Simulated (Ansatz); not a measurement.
Program: Ansatz. Geometries: PBE0-D4/def2-TZVP. ΔE: electronic, gas phase. CCSD(T)/CBS adds triple-zeta CCSD(T) − MP2 to the extrapolated MP2 energy (def2 sets, frozen cores). This one scheme is used for every species. DFT in def2-TZVPP. B3LYP here is the variant with VWN-RPA as its local correlation; programs differ in this. HSE06 is defined as in plane-wave codes. Each species was taken in one conformer, which may not be the lowest.

Reaction (ligand exchange at a P–O bond): `[AlH2][O]P` + CH₃SH → `CSP` + `[OH][AlH2]`

| level | ΔE (kJ/mol) | difference from CCSD(T)/CBS |
| --- | --- | --- |
| PBE-D4 | -31.6 | -10.4 |
| revPBE-D4 | -33.2 | -12.0 |
| BLYP-D4 | -19.8 | 1.4 |
| r2SCAN-D4 | -24.8 | -3.6 |
| B97M-V | -20.1 | 1.1 |
| PBE0-D4 | -26.9 | -5.7 |
| B3LYP-D4 | -16.1 | 5.1 |
| r2SCANh-D4 | -23.8 | -2.6 |
| r2SCAN0-D4 | -22.3 | -1.1 |
| HSE06-D4 | -27.0 | -5.8 |
| BHLYP-D4 | -8.9 | 12.3 |
| CAM-B3LYP-D4 | -9.6 | 11.6 |
| ωB97X-V | -15.6 | 5.6 |
| B2PLYP | -15.6 | 5.6 |
| PBE-QIDH | -22.6 | -1.4 |
| PBE | -29.9 | -8.7 |
| BLYP | -16.0 | 5.2 |
| r2SCAN | -24.4 | -3.2 |
| PBE0 | -25.4 | -4.2 |
| B3LYP | -13.3 | 7.9 |
| r2SCANh | -23.4 | -2.2 |
| r2SCAN0 | -21.9 | -0.7 |
| HSE06 | -25.7 | -4.5 |
| BHLYP | -6.7 | 14.5 |
| CAM-B3LYP | -8.2 | 13.0 |
| LC-ωPBE | -17.6 | 3.6 |
| RPA@PBE/def2-TZVPP | -11.8 | 9.4 |
| HF/def2-SVP | 5.2 | 26.4 |
| MP2/def2-SVP | -15.1 | 6.1 |
| CCSD/def2-SVP | -8.0 | 13.2 |
| CCSD(T)/def2-SVP | -10.5 | 10.7 |
| MP2/def2-TZVPP | -23.3 | -2.1 |
| SCS-MP2/def2-TZVPP | -14.7 | 6.5 |
| CCSD/def2-TZVPP | -12.3 | 8.9 |
| CCSD(T)/def2-TZVPP | -16.9 | 4.3 |
| HF/def2-QZVPP | 7.8 | 29.0 |
| MP2/def2-QZVPP | -25.0 | -3.8 |
| SCS-MP2/def2-QZVPP | -16.6 | 4.6 |
| HF/CBS(def2) | 8.1 | 29.3 |
| CCSD/CBS(def2) | -16.6 | 4.6 |
| CCSD(T)/CBS | -21.2 | 0 |

Largest T1 diagnostic among the species: 0.014.

At CCSD(T), def2-SVP lies +10.7 kJ/mol from the extrapolated value and def2-TZVPP +4.3 kJ/mol. From BLYP to BHLYP (50 % exact exchange), in def2-TZVPP and without D4, ΔE moves by +9.3 kJ/mol. In def2-TZVPP, CCSD(T) changes the Hartree–Fock value by −22.6 kJ/mol (the triples alone add −4.6 kJ/mol) and MP2 by −29.0 kJ/mol.
